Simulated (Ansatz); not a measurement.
`CC(Cl)CF` + H₂O → `CC(O)CF` + HCl at 600 K and 1 bar (formal hydrolysis of a C–Cl bond).

Program: Ansatz. Geometries: PBE0-D4/def2-TZVP. ΔE: electronic, gas phase. CCSD(T)/CBS is the MP2 limit (def2-TZVPP, def2-QZVPP) plus CCSD(T) − MP2 in def2-TZVPP, frozen cores. This one scheme is used for every species. Each species was taken in one conformer, which may not be the lowest.

```csv
species,CCSD(T)/CBS energy (Eh),H − E (kJ/mol),S (J/(mol·K))
`CC(Cl)CF`,-677.34151,285.2,404.9
H₂O,-76.37941,76.8,212.8
`CC(O)CF`,-293.33195,323.2,402.6
HCl,-460.38127,35.4,207.2
```

H − E and S are ideal-gas, rigid-rotor, harmonic terms from PBE0-D4/def2-TZVP, for one conformer and one mirror image of each species. 1 Eh = 2625.50 kJ/mol, R = 8.31446 J/(mol·K).

Q: By hand: ΔE, ΔH, ΔS and ΔG.

A: ΔE = (-293.33195) + (-460.38127) − (-677.34151) − (-76.37941) = 0.00770 Eh = 20.2 kJ/mol. Δ(H − E) = 323.2 + 35.4 − 285.2 − 76.8 = -3.4, so ΔH = 16.8 kJ/mol. ΔS = 402.6 + 207.2 − 404.9 − 212.8 = -7.9 J/(mol·K). ΔG = 16.8 − 600 × (-7.9)/1000 = 21.5 kJ/mol.

Q: By hand: the equilibrium constant, and the temperature at which ΔG would vanish if ΔH and ΔS stayed fixed.

A: log₁₀ K = −ΔG/(RT ln 10) = -1.9. ΔH and −TΔS have one sign here, so there is no such temperature.

The number of gas molecules stays the same, so ΔS is small and ΔH decides. A doubt of 5 kJ/mol in ΔE shifts log₁₀ K by 0.4 here. Other conformers and mirror images would add mixing entropy, several J/(mol·K) or more a flexible species. These are equilibria of isolated gas molecules and say nothing of rates. Largest T1 diagnostic: 0.010 (customary marks: 0.02 for closed shells, 0.045 for open ones).

ΔS is within the doubt of such terms, so its sign, and with it that verdict, could turn.
